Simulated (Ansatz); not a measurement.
# The H− ion: basis-set convergence

How large a basis does the H− ion need? Two functionals and correlated methods are run in growing sets.

The runs use Ansatz 0.2.0, Gaussian basis; one geometry, several basis sets.

Plan: PBE0/def2-SVPD; ωB97M-V/def2-SVPD; PBE0/def2-QZVPPD; ωB97M-V/def2-QZVPPD; CCSD(T)/cc-pV(D+d)Z; CCSD(T)/cc-pV(T+d)Z; CCSD(T)/cc-pV(Q+d)Z; the functionals' def2-TZVPPD values are taken from earlier runs.

**1. The atom**

SMILES `[H-]`, 1 atom, charge -1, spin multiplicity 1.

**2. PBE0 in def2-SVPD**

in.yaml reads:

```yaml
crystal:
  periodic: [false, false, false]
  atoms:
    - {symbol: H, position_ang: [0.000000, 0.000000, 0.000000]}
basis:
  gaussian: {orbitals: def2-SVPD}
total_charge: -1
hamiltonian: {xc: pbe0}
output: {orbitals: {seedname: orbitals}}
```

The runs that follow: ωB97M-V in def2-SVPD; PBE0 in def2-QZVPPD; ωB97M-V in def2-QZVPPD; CCSD(T) in cc-pV(D+d)Z; CCSD(T) in cc-pV(T+d)Z; CCSD(T) in cc-pV(Q+d)Z.

Before running them: what should the planned runs give, taken together? Wanted: PBE0: double and triple zeta above quadruple; ωB97M-V: double and triple zeta above quadruple.

As calculated:

| quantity | value |
| --- | --- |
| PBE0: double and triple zeta above quadruple | 0.85, 0.32 eV |
| ωB97M-V: double and triple zeta above quadruple | 1.07, 0.40 eV |

In words: PBE0 gains 0.53 eV from double to triple zeta, then 0.32 eV more. The cc sets have no diffuse functions, which an anion needs, so their series heads for a limit that is too high and is not analysed further. These are total energies; as a rule much of such shifts cancels in differences, which this series doesn't test. The LUMO of ωB97M-V is positive and keeps falling with the basis (14.04 to 10.41 eV): an unbound level that the basis holds in place.
